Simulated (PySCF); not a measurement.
SMILES NC/C(F)=C\F, C$_{3}$H$_{5}$F$_{2}$N

Cartesian coordinates in Å; atom numbers follow the order of the lines, from 1:
```xyz
11

N    -1.738    0.400    0.159
C    -0.594    0.157   -0.700
C     0.727    0.243    0.016
F     1.058    1.489    0.428
C     1.550   -0.742    0.343
F     1.292   -2.007   -0.017
H    -1.673    1.318    0.589
H    -1.787   -0.293    0.898
H    -0.691   -0.837   -1.140
H    -0.611    0.905   -1.499
H     2.471   -0.631    0.895
```

The calculation used PySCF, GIAO HSE06/pcSseg-1 magnetisability, rotational g tensor and spin-rotation constants, non-relativistic, gas phase. Geometry: GFN2-xTB.

Task: How diamagnetic is it, and how anisotropic?

Result: Isotropic -816 × 10⁻³⁰ J/T², or -49.1 × 10⁻⁶ cm³/mol; principal values -904, -809, -735 × 10⁻³⁰ J/T², anisotropy 147 × 10⁻³⁰ J/T² (root of half the summed squared differences of the principal values). The susceptibility is in cgs units.

Task: Split it along the inertial axes a, b, c into diamagnetic and paramagnetic parts about the centre of mass, with the quadrupole moment.

Result: 
```
axis  χ (10⁻⁶ cm³/mol)  diamagnetic (10⁻⁶ cm³/mol)  paramagnetic (10⁻⁶ cm³/mol)  summed x² of all electrons (Å²)  quadrupole Θ (D Å)
   a             -48.9                      -304.2                        255.3                             99.2               -1.54
   b             -47.2                      -486.8                        439.7                             56.1               -3.08
   c             -51.4                      -658.9                        607.5                             15.6               +4.62
```
Anisotropies 2χaa − χbb − χcc = +0.8 and 2χbb − χaa − χcc = +5.9 × 10⁻⁶ cm³/mol. Θ is traceless in Buckingham's convention.

Task: And the rotational g tensor?

Result: 
```tsv
axis	rotational constant (GHz)	g	nuclear part	electronic part
a	4.7603	-0.0291	0.5419	-0.5710
b	2.7127	-0.0176	0.5428	-0.5603
c	1.8891	-0.0125	0.5266	-0.5391
```
Asymmetric top; isotopes 12C, 19F, 1H, 14N; no vibrational averaging.
